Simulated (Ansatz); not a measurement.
**Down a group: atomization energies of Al–C–NH, Ga–C–NH**

Ansatz 0.2.0, basis cc-pVDZ; geometries are PBE0/def2-TZVP minima. Wave-function levels freeze the cores with the filled d shells of p-block atoms; HF, MP2 and coupled cluster are restricted for singlets and unrestricted otherwise, atoms included, restricted open-shell where a d shell is frozen. The reference is CCSDT(Q) (coupled cluster only where its series has nearly closed). An error is the level's value less the reference. None of these values is a measured one. Energies are electronic, without zero-point terms. No spin–orbit coupling and no scalar relativity. The set is small: it underbinds, by tens of kJ/mol for each bond, so near ties and functionals' places can change in larger sets. The species are chosen: bound, without strong static correlation by their natural occupations or amplitudes, in their lowest spin state as far as vertical gaps and like structures tell, and with a ladder that closes on the reference, so errors are smaller than for species at large; levels whose determinant breaks symmetry or spin markedly are left out.

| species | bonds (Å) | quantity | symmetry of the states | reference | value (kcal/mol) | error CCSD | error CCSD(T) | error CCSDT |
| --- | --- | --- | --- | --- | --- | --- | --- | --- |
| Al–C–NH, doublet | C–Al 2.001, C–N 1.208, N–H 1.022, angles at C 173°, angles at N 124° | atomization | A | CCSDT(Q) | 282.2 | -8.6 | -1.0 | -0.8 |
| Ga–C–NH, doublet | C–Ga 2.065, C–N 1.207, N–H 1.022, angles at C 171°, angles at N 125° | atomization | A | CCSDT(Q) | 276.6 | -8.7 | -0.9 | -0.8 |

The reference falls from Al to Ga, by 5.6 kcal/mol in all.
